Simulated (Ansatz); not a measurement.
Mulliken charges of `C=C/C(F)=C\F` from ωB97M-V/def2-TZVPP in Ansatz (PBE0-D4/def2-TZVP geometry).

| atom | x (Å) | y (Å) | z (Å) | charge (e) |
| --- | --- | --- | --- | --- |
| C1 | -0.481 | -1.679 | 0.612 | -0.208 |
| C2 | -0.126 | -0.396 | 0.621 | -0.135 |
| C3 | 0.136 | 0.371 | -0.571 | 0.220 |
| F4 | 0.005 | -0.275 | -1.740 | -0.203 |
| C5 | 0.494 | 1.652 | -0.630 | 0.071 |
| F6 | 0.648 | 2.372 | 0.482 | -0.191 |
| H7 | -0.595 | -2.227 | -0.314 | 0.111 |
| H8 | -0.666 | -2.210 | 1.537 | 0.109 |
| H9 | -0.013 | 0.148 | 1.552 | 0.114 |
| H10 | 0.681 | 2.193 | -1.548 | 0.112 |

Task: By hand: the dipole of these point charges (1 e Å = 4.8032 D).

Result: Σ q r = (-0.007, -0.021, 0.016) e Å, of length 0.027 e Å = 0.13 D.

Task: How does the dipole of the full density compare? (Best estimate.)

Result: Ansatz gave: (-0.016, -0.050, 0.050) e Å, 0.35 D; the point charges give 0.37 times that, at 8° from its direction.

Point charges leave out the atoms' own dipoles, such as those of lone pairs, and Mulliken's split depends on the basis, so the two needn't agree.
